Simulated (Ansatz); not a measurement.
We consider hcp Zr, described by LDA in Ansatz (PAW).

Run with plane-wave cutoff 520 eV, 18×18×8 k mesh (along the axes of the cell as run), Fermi–Dirac smearing 0.1 eV, perturbation theory, scalar-relativistic PAW data made under PBE.

The cell has the measured lattice parameters. Conventional cell: a = 3.2322 Å, b = 3.2322 Å, c = 5.1479 Å, α = 90.00°, β = 90.00°, γ = 120.00°.

Harmonic phonon frequencies (cm⁻¹; i marks an imaginary mode):

```tsv
q point	frequencies
Γ	___
M	64 71 141 148 154 159
K	___
A	___
L	___
H	___
```

**Question.** Some entries are withheld; supply them.

**Answer.** 
- Γ, frequencies: 0 0 0 63 63 142
- K, frequencies: 115 115 126 126 132 186
- A, frequencies: 44 44 44 44 127 127
- L, frequencies: 108 108 114 114 167 167
- H, frequencies: 58 58 157 157 166 166

No imaginary mode appears at these points.

Note: the cell isn't this level's own, so it is under some stress, which shifts stiffness and frequencies.

Ansatz is a quantum-chemistry and plane-wave program.
